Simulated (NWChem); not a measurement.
# SiH4 (silane): PBE0/jun-cc-pV(D+d)Z

What is the vertical ionisation energy of SiH4 (silane) at PBE0/jun-cc-pV(D+d)Z? 

Program for the calculation: NWChem 7.3.0.

1 further run of the same task is left out (set aside as unsound or not needed).

## (1) Starting point

The species is SiH4 (5 atoms), meant as a singlet with charge 0. SMILES: `[SiH4]`. The coordinates come from a PBE0-D4/def2-TZVP relaxation.

Bond lengths: Si1–H2 1.485 Å, Si1–H3 1.485 Å, Si1–H4 1.485 Å, Si1–H5 1.485 Å. Angles: H2–Si1–H3 109.5°, H2–Si1–H4 109.5°, H2–Si1–H5 109.5°, H3–Si1–H4 109.5°, H3–Si1–H5 109.5°, H4–Si1–H5 109.5°.

## (2) The energy at PBE0/jun-cc-pV(D+d)Z

File geom.nw:

```
start geom
title "H4Si PBE0"
memory stack 880 mb heap 220 mb global 1100 mb
geometry units atomic noautosym nocenter noautoz
  Si  0.00000000  0.00000000 -0.00018897
  H   1.82849900 -1.30088746  1.68355700
  H  -2.51522547  0.08484870  1.23966034
  H  -0.19861022 -1.39896425 -2.42376273
  H   0.88533669  2.61500301 -0.49926564
end
basis spherical bse
  * library "jun-cc-pV(D+d)Z"
end
dft
  xc pbe0
  mult 1
  grid fine
  convergence energy 1e-08
  maxiter 100
  mulliken
  noprint "final vectors analysis"
end
task dft energy
```

The run is started by

```
nwchem geom.nw > geom.out
```

Standard output:

```text
[...]
          Wavefunction type:  closed shell.
          No. of atoms     :     5
          No. of electrons :    18
[...]
          Charge           :     0
          Spin multiplicity:     1
[...]
          AO basis - number of functions:    47
[...]
              XC Information
              --------------
                         PBE0 Method XC Functional
                     Hartree-Fock (Exact) Exchange  0.250
          PerdewBurkeErnzerhof Exchange Functional  0.750
            Perdew 1991 LDA Correlation Functional  1.000 local
           PerdewBurkeErnz. Correlation Functional  1.000 non-local
[...]
 d= 0,ls=0.0,diis     1   -291.7373906742 -3.13D+02  5.17D-03  5.71D-02     1.4
[...]
 d= 0,ls=0.0,diis     6   -291.7472966572 -1.01D-09  1.16D-07  6.34D-12     5.8
         Total DFT energy =     -291.747296657221
      One electron energy =     -445.662473038169
           Coulomb energy =      154.882111033838
    Exchange-Corr. energy =      -22.237522937861
 Nuclear repulsion energy =       21.270588284971
[...]
      Total Density - Mulliken Population Analysis
     ---------------------------------------------
    Atom       Charge   Shell Charges
 -----------   ------   -------------------------------------------------------
    1 Si  14    13.82   2.00  2.03  0.77  0.49  0.01  6.01  1.54  0.79  0.01  0.01  0.16
    2 H    1     1.04   0.72  0.31  0.01
    3 H    1     1.04   0.72  0.31  0.01
    4 H    1     1.04   0.72  0.31  0.01
    5 H    1     1.04   0.72  0.31  0.01
[...]
```

It took 6.6 s on 1 thread of Intel Xeon Platinum 8259CL at 2.50GHz (Skylake/Cascade Lake), shared host; peak memory 0.11 GiB.

## (3) The doublet cation at the same level

File input.nw:

```
START input
TITLE "H4Si PBE0"
memory stack 880 mb heap 220 mb global 1100 mb
charge 1

GEOMETRY units angstrom noautosym nocenter noautoz
 Si     0.000000     0.000000    -0.000100
 H      0.967600    -0.688400     0.890900
 H     -1.331000     0.044900     0.656000
 H     -0.105100    -0.740300    -1.282600
 H      0.468500     1.383800    -0.264200
END

BASIS spherical bse
 * library "jun-cc-pV(D+d)Z"
END

DFT
 xc pbe0
 mult 2
 grid fine
 convergence energy 1e-08
 iterations 100
 mulliken
 noprint "final vectors analysis"
END

TASK dft
```

The run is started by

```
nwchem input.nw > input.out
```

Standard output:

```text
[...]
          Wavefunction type:  spin polarized.
          No. of atoms     :     5
          No. of electrons :    17
[...]
          Charge           :     1
          Spin multiplicity:     2
[...]
          AO basis - number of functions:    47
[...]
              XC Information
              --------------
                         PBE0 Method XC Functional
                     Hartree-Fock (Exact) Exchange  0.250
          PerdewBurkeErnzerhof Exchange Functional  0.750
            Perdew 1991 LDA Correlation Functional  1.000 local
           PerdewBurkeErnz. Correlation Functional  1.000 non-local
[...]
 d= 0,ls=0.0,diis     1   -291.2018933827 -3.12D+02  9.44D-03  2.22D-01     1.8
[...]
 d= 0,ls=0.0,diis    14   -291.2910640707 -9.12D-09  1.45D-06  3.92D-10    17.3
[...]
         Total DFT energy =     -291.291064070698
      One electron energy =     -440.103200367097
           Coulomb energy =      149.455607807323
    Exchange-Corr. energy =      -21.914061321381
 Nuclear repulsion energy =       21.270589810457
[...]
      Total Density - Mulliken Population Analysis
     ---------------------------------------------
    Atom       Charge   Shell Charges
 -----------   ------   -------------------------------------------------------
    1 Si  14    13.61   2.00  2.03  0.87  0.47 -0.01  6.01  1.48  0.62 -0.02  0.01  0.15
    2 H    1     0.85   0.66  0.17  0.01
    3 H    1     0.85   0.66  0.17  0.01
    4 H    1     0.85   0.66  0.17  0.01
    5 H    1     0.85   0.66  0.17  0.01
[...]
      <S2> =      0.7608 (Exact =     0.7500)
[...]
```

It took 18 s on 1 thread of Intel Xeon Platinum 8259CL at 2.50GHz (Skylake/Cascade Lake), shared host; peak memory 0.11 GiB.

## (4) What came out

Level: PBE0/jun-cc-pV(D+d)Z.

| quantity | value |
| --- | --- |
| singlet SiH4: total energy | -291.74730 Eh |
| singlet SiH4: dipole moment | 0.00 D |
| doublet cation: total energy | -291.29106 Eh |
| doublet cation: ⟨S²⟩ | 0.761 |
| vertical ionisation energy (to the doublet cation) | 12.415 eV |

Removing an electron at fixed nuclei costs 12.41 eV (1198 kJ/mol). Mulliken charges (singlet SiH4) run from -0.04 on H2 to +0.18 on Si1. Mulliken charges (doublet cation) run from +0.15 on H2 to +0.39 on Si1; they depend strongly on the basis.
